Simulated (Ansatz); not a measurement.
Input file:

```yaml
crystal:
  periodic: [false, false, false]
  atoms:
    - {symbol: N, position_ang: [-1.287208, 0.011087, -0.026067]}
    - {symbol: H, position_ang: [-1.584488, 0.978921, -0.026067]}
    - {symbol: H, position_ang: [-1.584487, -0.391211, 0.854193]}
    - {symbol: H, position_ang: [-0.199208, 0.011087, -0.026067]}
    - {symbol: O, position_ang: [1.244792, 0.011087, -0.026067]}
    - {symbol: H, position_ang: [1.496651, -0.928863, -0.026067]}
basis:
  gaussian: {orbitals: cc-pVDZ}
magnetization: {spin_polarized: true, initial_magnetization: 1}
correlation: {method: ccsdt_q, electrons: outside_noble_gas}
```

```sh
$ ansatz run in.yaml --threads 2 --pin off --events-out ev --progress --plain --max-ram 16896MiB --backend cuda --devices 0, --max-vram 18GiB
```

(1) Roughly how long does this take on 2 threads of AMD EPYC 7R13 with a shared H100 80 GB, shared host, and how much host memory?

```
863 factors; integrals over basis functions are off by at most 2.5e-7 eV
mean field evaluation 1: about -3575.7483 eV, gradient 2.5e1 eV
mean field evaluation 2: about -3575.7829 eV, gradient 2.5e1 eV
mean field evaluation 4: about -3578.7116 eV, gradient 3.5e0 eV
mean field evaluation 8: about -3579.9528 eV, gradient 1.2e0 eV
mean field evaluation 16: about -3580.0203 eV, gradient 2.4e-1 eV
mean field evaluation 32: about -3579.9644 eV, gradient 7.3e-1 eV
mean field evaluation 64: about -3579.9926 eV, gradient 2.2e0 eV
mean field evaluation 96: about -3580.0196 eV, gradient 4.7e-1 eV
mean field evaluation 128: about -3579.8870 eV, gradient 9.0e-3 eV
mean field evaluation 160: about -3579.8865 eV, gradient 3.2e-1 eV
...
cycle  18  -10.52505945 eV  change   -1.2e-4 eV  update   1.6e-4
cycle  19  -10.52520382 eV  change   -1.4e-4 eV  update   1.0e-4
cycle  20  -10.52525792 eV  change   -5.4e-5 eV  update   5.9e-5
cycle  21  -10.52526395 eV  change   -6.0e-6 eV  update   3.8e-5
cycle  22  -10.52525890 eV  change    5.0e-6 eV  update   1.8e-5
cycle  23  -10.52524991 eV  change    9.0e-6 eV  update   1.1e-5
cycle  24  -10.52524580 eV  change    4.1e-6 eV  update   5.1e-6
cycle  25  -10.52524490 eV  change    9.0e-7 eV  update   2.6e-6
cycle  26  -10.52524438 eV  change    5.2e-7 eV  update   1.9e-6
cycle  27  -10.52524372 eV  change    6.7e-7 eV  update   1.7e-6
perturbative correction -0.02009644 eV, -0.0007385305 hartree
Total energy: -3590.56583539 eV, -131.9508606775 hartree
```

## Answers

(1) 7 s wall and 0.9 GiB.
